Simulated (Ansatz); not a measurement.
Born–Oppenheimer molecular dynamics of CH4FS (7 atoms, charge 0, multiplicity 2). It starts at the highest image of a converged band, a first-order saddle point between two minima.

Computed with UKS BHLYP-D4/cc-pVDZ (Ansatz).

- ensemble: NVE (velocity Verlet)
- time step: 0.5 fs
- steps asked: 200
- starting velocities drawn for: 100 K
- seed: 2632

First frame:

```xyz
7
Properties=species:S:1:pos:R:3
H 0.306 -0.595 -0.064
S 1.529 -1.349 0.271
C -0.845 0.378 -0.286
F -0.470 1.515 0.301
H 2.022 -0.279 0.923
H -0.875 0.447 -1.372
H -1.666 -0.118 0.228
```

Question: How far do the bonds stretch over the last three quarters of this one trajectory? (Pairs bonded in most of those frames.)

Answer: 
| bond | mean (Å) | spread (Å) | shortest | longest |
| --- | --- | --- | --- | --- |
| H1–S2 | 1.348 | 0.016 | 1.32 | 1.37 |
| S2–H5 | 1.348 | 0.005 | 1.34 | 1.36 |
| C3–F4 | 1.334 | 0.009 | 1.32 | 1.35 |
| C3–H6 | 1.084 | 0.017 | 1.05 | 1.11 |
| C3–H7 | 1.083 | 0.013 | 1.05 | 1.11 |

Mean temperature of the second half: 439 K. The conserved energy stayed within 0.071 meV per atom of its start (net change 0.055 meV per atom), so the integration is sound. The kinetic energy rose, since the run started high on the potential surface and went downhill. It ends in pieces (CH2F + H2S), so much of that is their flight and rotation, not heat. A run of 0.1 ps of so small a system gives no equilibrium averages.

The run took 4.3 min on 2 threads of Arm Neoverse V2, with other jobs on the host, peak memory 0.15 GiB.
